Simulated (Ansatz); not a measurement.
Input file for `C/C(O)=C(\C)Cl`:

```yaml
crystal:
  periodic: [false, false, false]
  atoms:
    - {symbol: C, position_ang: [-0.418814, -0.717482, 1.433469]}
    - {symbol: C, position_ang: [0.416740, 0.239723, 0.661600]}
    - {symbol: O, position_ang: [1.291416, 0.882596, 1.465252]}
    - {symbol: C, position_ang: [0.335390, 0.457312, -0.656012]}
    - {symbol: C, position_ang: [-0.566752, -0.166794, -1.655860]}
    - {symbol: Cl, position_ang: [1.432932, 1.641027, -1.334900]}
    - {symbol: H, position_ang: [0.226036, -1.446766, 1.930983]}
    - {symbol: H, position_ang: [-1.132534, -1.248816, 0.810099]}
    - {symbol: H, position_ang: [-0.964037, -0.179949, 2.213842]}
    - {symbol: H, position_ang: [1.809600, 1.491087, 0.919608]}
    - {symbol: H, position_ang: [-1.230673, -0.893141, -1.189026]}
    - {symbol: H, position_ang: [-1.184640, 0.587892, -2.151127]}
    - {symbol: H, position_ang: [0.005837, -0.681388, -2.433028]}
basis:
  gaussian: {orbitals: def2-TZVPP}
correlation: {method: ccsd_t}
```

```sh
$ ansatz run in.yaml --threads 2 --pin off --events-out ev --progress --plain --max-ram 32768MiB --backend cuda --devices 0, --max-vram 18GiB
```

The program prints (abridged):

```
Functional definition: HF
1763 factors; integrals over basis functions are off by at most 1.3e-3 eV
mean field evaluation 1: about -18771.5483 eV, gradient 3.9e1 eV
mean field evaluation 2: about -18771.8978 eV, gradient 3.9e1 eV
mean field evaluation 4: about -18775.7353 eV, gradient 5.0e0 eV
mean field evaluation 8: about -18775.8110 eV, gradient 3.7e-1 eV
mean field -18775.81170905 eV, -689.9983536053 hartree, gradient 6.1e-6 eV, S^2 0.000000; 0 other end points of the search recorded, 0 dependent functions left out
10 core orbitals not correlated: weight in the atoms' cores, before any rotation towards them, 1.000 or more for the frozen orbitals, at most 0.000 for the correlated occupied ones
reference -18775.81170905 eV, -689.9983536053 hartree; 18, 18 occupied and 267, 267 virtual orbitals, 1763 factors
second order -29.99883436 eV of doubles, -0.00000000 eV of singles
cycle   1  -30.40969313 eV  change   -4.1e-1 eV  update   1.1e-1
cycle   2  -31.11384722 eV  change   -7.0e-1 eV  update   3.5e-2
cycle   3  -31.27585756 eV  change   -1.6e-1 eV  update   1.7e-2
cycle   4  -31.26710920 eV  change    8.7e-3 eV  update   4.3e-3
cycle   5  -31.26564756 eV  change    1.5e-3 eV  update   1.8e-3
cycle   6  -31.26640926 eV  change   -7.6e-4 eV  update   5.6e-4
cycle   7  -31.26609415 eV  change    3.2e-4 eV  update   1.8e-4
cycle   8  -31.26605250 eV  change    4.2e-5 eV  update   7.0e-5
cycle   9  -31.26607324 eV  change   -2.1e-5 eV  update   2.3e-5
perturbative correction -1.36876195 eV, -0.0503010739 hartree
Total energy: -18808.44654424 eV, -691.1976616777 hartree
```

It took 10 s on 2 threads of an AMD EPYC 7R13 on a shared host and a share of an NVIDIA H100 80 GB, with 0.85 GiB of host memory at the peak.

MP2 recovers 91.9 % of the CCSD(T) correlation energy and the triples give 4.2 %; T1 = 0.0112.
